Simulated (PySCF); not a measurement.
**Atomic charges against the basis set**

Species: C2H4.
Structure used (PBE0-D3(BJ)/def2-SVP), in Å, numbered top down from 1:
```
atom  x, y, z in Å
C1    -0.645   -0.105    0.062
C2     0.666    0.071   -0.084
H3    -1.274    0.646    0.548
H4    -1.148   -1.006   -0.302
H5     1.298   -0.676   -0.573
H6     1.167    0.974    0.279
```

PBE0 throughout (PySCF), one geometry, spherical d and f functions. Isolated species at its PBE0-D3(BJ)/def2-SVP geometry, gas phase. Atoms taken as equivalent share a column and are averaged.

Mulliken charges (e):

```tsv
basis	functions	C1/C2	H3/H4/H5/H6
STO-3G	14	-0.166	+0.083
6-31G	26	-0.321	+0.160
pcSseg-0	26	-0.444	+0.222
6-31G*	36	-0.344	+0.172
def2-SVP	48	-0.117	+0.058
cc-pVDZ	48	-0.098	+0.049
6-311+G(2d,p)	78	-0.228	+0.114
aug-cc-pVDZ	82	+0.652	-0.326
def2-TZVP	86	-0.257	+0.128
IGLO-III	110	-0.212	+0.106
cc-pVTZ	116	-0.243	+0.122
pcSseg-3	276	-0.124	+0.062
```

IAO charges (e):

| basis | functions | C1/C2 | H3/H4/H5/H6 |
| --- | --- | --- | --- |
| STO-3G | 14 | -0.269 | +0.135 |
| 6-31G | 26 | -0.302 | +0.151 |
| pcSseg-0 | 26 | -0.292 | +0.146 |
| 6-31G* | 36 | -0.291 | +0.145 |
| def2-SVP | 48 | -0.285 | +0.142 |
| cc-pVDZ | 48 | -0.293 | +0.147 |
| 6-311+G(2d,p) | 78 | -0.305 | +0.152 |
| aug-cc-pVDZ | 82 | -0.304 | +0.152 |
| def2-TZVP | 86 | -0.304 | +0.152 |
| IGLO-III | 110 | -0.306 | +0.153 |
| cc-pVTZ | 116 | -0.304 | +0.152 |
| pcSseg-3 | 276 | -0.305 | +0.153 |

**Question.** Which scheme is steadiest as the basis changes?

**Answer.** Largest range over the bases for any column: IAO 0.04 e, Mulliken 1.10 e. IAO charges move least and Mulliken charges most, counted in e. Without the minimal STO-3G basis the ranges are IAO 0.02, Mulliken 1.10 e.

**Question.** How much do the charges still move between the two largest bases, cc-pVTZ and pcSseg-3?

**Answer.** At most, over all atoms: Mulliken 0.119 e, IAO 0.002 e.

**Question.** What do the same runs give for the total energy and the frontier levels?

**Answer.** 
```tsv
basis	energy (Eh)	HOMO (eV)	LUMO (eV)
STO-3G	-77.5281	-6.12	3.57
6-31G	-78.4643	-7.62	0.69
pcSseg-0	-78.3099	-7.93	0.47
6-31G*	-78.4782	-7.56	0.71
def2-SVP	-78.4255	-7.80	0.37
cc-pVDZ	-78.4857	-7.73	0.44
6-311+G(2d,p)	-78.5061	-7.88	-0.04
aug-cc-pVDZ	-78.4908	-7.88	-0.04
def2-TZVP	-78.5119	-7.87	0.10
IGLO-III	-78.5150	-7.88	-0.01
cc-pVTZ	-78.5110	-7.85	0.19
pcSseg-3	-78.5186	-7.90	-0.05
```
